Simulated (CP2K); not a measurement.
# CH4BO (SMILES [BH]OC), run twice

Aim: the energy of CH4BO at GFN1-xTB.

The calculation is run with CP2K 2026.2.

4 further runs of the same task are left out: 1 that didn't finish, 3 set aside as unsound or not needed.

## 1. The molecule

The species is CH4BO (7 atoms), meant as a doublet with charge 0. As SMILES, `[BH]OC`. The shape is that of a PBE0-D4/def2-TZVP optimisation. This is one conformer, not always the lowest.

Bond lengths: B1–O2 1.320 Å, O2–C3 1.426 Å, B1–H4 1.207 Å, C3–H5 1.093 Å, C3–H6 1.090 Å, C3–H7 1.090 Å. Angles: B1–O2–C3 124.1°, O2–B1–H4 124.7°, O2–C3–H5 110.9°, O2–C3–H6 108.4°, O2–C3–H7 108.4°, H5–C3–H6 109.9°, H5–C3–H7 109.9°, H6–C3–H7 109.2°.

## 2. Try one

File gas.inp:

```
&GLOBAL
   PROJECT gas
   RUN_TYPE ENERGY
   PRINT_LEVEL MEDIUM
&END

&FORCE_EVAL
   METHOD QUICKSTEP
   &DFT
      MULTIPLICITY 2
      UNRESTRICTED_KOHN_SHAM T
      # Quickstep
      &QS
         METHOD XTB
         EPS_DEFAULT 1.0E-10
         &XTB
            GFN_TYPE TBLITE
            &TBLITE
               METHOD GFN1
            &END
            CHECK_ATOMIC_CHARGES F
         &END
      &END
      &POISSON
         PERIODIC NONE
         POISSON_SOLVER ANALYTIC
      &END
      &SCF
         SCF_GUESS ATOMIC
         EPS_SCF 1.0E-06
         MAX_SCF 4
         ADDED_MOS 4
         IGNORE_CONVERGENCE_FAILURE T
         &DIAGONALIZATION
            ALGORITHM STANDARD
         &END
         &MIXING
            METHOD DIRECT_P_MIXING
            ALPHA 0.4
         &END
         &SMEAR ON
            METHOD FERMI_DIRAC
            ELECTRONIC_TEMPERATURE [K] 300
         &END
      &END
      &PRINT
         &MOMENTS
            PERIODIC F
            REFERENCE COM
            MAX_MOMENT 1
         &END
         &MO ON
            ENERGIES T
            OCCUPATION_NUMBERS T
            NDIGITS 6
            &EACH
               QS_SCF 0
            &END
            ADD_LAST NUMERIC
         &END
         &HIRSHFELD OFF
         &END
      &END
   &END
   &SUBSYS
      # box in angstrom
      &CELL
         ABC 19.3 18.1 18.3
         PERIODIC NONE
      &END
      &COORD
         B     -1.319600    -1.025700    -0.172900
         O     -0.272400    -0.707100     0.564500
         C      0.642200     0.338600     0.243900
         H     -1.628500    -0.474200    -1.201600
         H      0.357800     0.834000    -0.687600
         H      0.643000     1.059300     1.062300
         H      1.638900    -0.092800     0.145600
      &END
      &TOPOLOGY
         &CENTER_COORDINATES
         &END
      &END
   &END
&END
```

Run with:

```console
$ OMP_NUM_THREADS=1 cp2k.psmp -i gas.inp -o gas.out
```

Standard output:

```text
CP2K| version string:                                       CP2K version 2026.2
 CP2K| Input file name                                                   gas.inp

 GLOBAL| Basis set file name                                           BASIS_SET
 GLOBAL| Potential file name                                           POTENTIAL
 GLOBAL| Coordinate file name                                      __STD_INPUT__
 GLOBAL| Method name                                                        CP2K
 GLOBAL| Project name                                                        gas
 GLOBAL| Run type                                                         ENERGY
 GLOBAL| FFT library                                                       FFTW3
 GLOBAL| Diagonalization library                                       ScaLAPACK
 GLOBAL| Global print level                                               MEDIUM
 GLOBAL| Total number of message passing processes                             1
 GLOBAL| Number of threads for this process                                    1
 GLOBAL| CPU model name                                                  UNKNOWN

[... 48 lines left out ...]
 xTB| tblite SCC mixer min weight:                                     1.000E+00
[... 1 line left out ...]
 xTB| tblite SCC mixer weight factor:                                  1.000E-02
[... 153 lines left out ...]
  Core Hamiltonian energy:                                    -10.42376625773099
[... 1 line left out ...]
  Electrostatic energy:                                         0.02967279411230
[... 1 line left out ...]
  Non-self consistent dispersion energy:                       -0.00132259620418
[... 2 lines left out ...]
  Fermi energy:                                                -0.30314157899098
[... 2 lines left out ...]
  Total energy (extrapolated to T->0):                        -10.31081141828855
[... 1 line left out ...]
 *** WARNING in qs_scf.F:700 :: SCF run NOT converged ***
[... 13 lines left out ...]
 TB_DIPOLE| Dipole type                                             non-periodic
[... 1 line left out ...]
 TB_DIPOLE| Moment [a.u.]           0.19263489       0.31292836      -0.18405108
[... 1 line left out ...]
 TB_DIPOLE| Derivative [a.u.]       0.00000000       0.00000000       0.00000000
[... 56 lines left out ...]
 -------------------------------------------------------------------------------
```

Wall time 0.22 s (1 thread of Arm Neoverse V2, shared host).

## 3. Diagnosis

No converged result was reached.

What is wrong: few scf steps. Among its listed settings the sound run differs in this, and the input shows the rest: iteration cap 150 in place of 4.

## 4. Second attempt

File run.inp:

```
&GLOBAL
  PROJECT run
  RUN_TYPE ENERGY
  PRINT_LEVEL MEDIUM
&END GLOBAL

&FORCE_EVAL
  METHOD QUICKSTEP
  &DFT
    MULTIPLICITY 2
    UKS T
    &QS
      METHOD XTB
      EPS_DEFAULT 1.0E-10
      &XTB
        GFN_TYPE TBLITE
        &TBLITE
          METHOD GFN1
        &END TBLITE
        CHECK_ATOMIC_CHARGES F
      &END XTB
    &END QS
    &POISSON
      PERIODIC NONE
      POISSON_SOLVER ANALYTIC
    &END POISSON
    &SCF
      SCF_GUESS ATOMIC
      EPS_SCF 1.0E-06
      MAX_SCF 150
      ADDED_MOS 4
      &DIAGONALIZATION
        ALGORITHM STANDARD
      &END DIAGONALIZATION
      &MIXING
        METHOD DIRECT_P_MIXING
        ALPHA 0.4
      &END MIXING
      &SMEAR ON
        METHOD FERMI_DIRAC
        ELECTRONIC_TEMPERATURE [K] 300
      &END SMEAR
    &END SCF
    &PRINT
      &MOMENTS
        PERIODIC F
        REFERENCE COM
        MAX_MOMENT 1
      &END MOMENTS
      &MO ON
        ENERGIES T
        OCCUPATION_NUMBERS T
        NDIGITS 6
        &EACH
          QS_SCF 0
        &END EACH
        ADD_LAST NUMERIC
      &END MO
      &HIRSHFELD OFF
      &END HIRSHFELD
    &END PRINT
  &END DFT
  &SUBSYS
    # box in angstrom
    &CELL
      ABC 19.3 18.1 18.3
      PERIODIC NONE
    &END CELL
    &COORD
      B     -1.319600    -1.025700    -0.172900
      O     -0.272400    -0.707100     0.564500
      C      0.642200     0.338600     0.243900
      H     -1.628500    -0.474200    -1.201600
      H      0.357800     0.834000    -0.687600
      H      0.643000     1.059300     1.062300
      H      1.638900    -0.092800     0.145600
    &END COORD
    &TOPOLOGY
      &CENTER_COORDINATES
      &END CENTER_COORDINATES
    &END TOPOLOGY
  &END SUBSYS
&END FORCE_EVAL
```

Run with:

```console
$ OMP_NUM_THREADS=1 cp2k.psmp -i run.inp -o run.out
```

Standard output:

```text
CP2K| version string:                                       CP2K version 2026.2
[...]
 GLOBAL| Method name                                                        CP2K
[...]
 GLOBAL| Run type                                                         ENERGY
[...]
                             - Atoms:                                          7
[...]
                             - Spherical basis functions:                     20
[...]
 Number of electrons:                                                          9
[...]
  *** SCF run converged in    14 steps ***
[...]
  Fermi energy:                                                -0.30396900047149
[...]
 TB_DIPOLE| Moment [Debye]          0.50315477       0.81409406      -0.47663147
 TB_DIPOLE| Derivative [a.u.]       0.00000000       0.00000000       0.00000000
[...]
 ENERGY| Total FORCE_EVAL ( QS ) energy [hartree]            -10.310832840584720
[...]
```

It took 0.24 s on 1 thread of Arm Neoverse V2, shared host.

## 5. What came out

At GFN1-xTB:

| quantity | value |
| --- | --- |
| total energy | -10.31083 Eh |
| dipole moment (from atomic charges alone) | 1.07 D |
| HOMO energy (highest over α and β) | -8.72 eV |
| LUMO energy (lowest over α and β) | -7.82 eV |

The dipole comes from point charges on the atoms alone, without atomic dipoles, so it is partial.
